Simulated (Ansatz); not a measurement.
Input file:

```yaml
crystal:
  periodic: [false, false, false]
  atoms:
    - {symbol: Ge, position_ang: [0.000000, 0.000000, 1.665367]}
    - {symbol: C, position_ang: [0.000000, 0.000000, -0.256233]}
    - {symbol: O, position_ang: [0.000000, 0.000000, -1.409133]}
basis:
  gaussian: {orbitals: cc-pVDZ}
total_charge: 1
magnetization: {spin_polarized: true, initial_magnetization: 1}
hamiltonian: {xc: {name: wB97M-V}}
output: {orbitals: {seedname: orbitals}}
```

```sh
$ ansatz run in.yaml --threads 1 --pin off --events-out ev --progress --plain --max-ram 2393MiB
```

The program prints:

```
  # Of w^i u^j: cxij and so on, Table III.
  gx(w, u) = 1 - cx + cx01*u + cx10*w
  gss(w, u) = css00 + css04*u^4 + css10*w + css20*w^2 + css43*w^4*u^3
  gos(w, u) = cos00 + cos10*w + (cos20 + cos21*u)*w^2 + (cos60 + cos61*u)*w^6
      + integral(e_c_pw_mod_opposite_spin*gos(b97_w_opposite, b97_u_opposite)) + vv10(b, c)
591 factors; integrals over basis functions are off by at most 1.3e-3 eV
146 factors; integrals over basis functions are off by at most 2.0e-5 eV
mean field evaluation 1: about -59575.6881 eV, gradient 5.0e1 eV
mean field evaluation 2: about -59530.5666 eV, gradient 1.1e2 eV
mean field evaluation 4: about -59587.7686 eV, gradient 4.0e0 eV
mean field evaluation 8: about -59587.9772 eV, gradient 3.7e-1 eV
mean field evaluation 16: about -59587.9793 eV, gradient 6.6e-4 eV
mean field -59587.97931353 eV, -2189.8178495892 hartree, gradient 7.7e-5 eV, S^2 0.753859; 0 other end points of the search recorded, 0 dependent functions left out
reference -59587.97934040 eV, -2189.8178505767 hartree; 23, 22 occupied and 32, 33 virtual orbitals, 591 factors
Total energy: -59587.97934040 eV, -2189.8178505767 hartree
```

Ran on 1 thread of Arm Neoverse V1, shared host: 11 s wall, 0.22 GiB peak host memory.
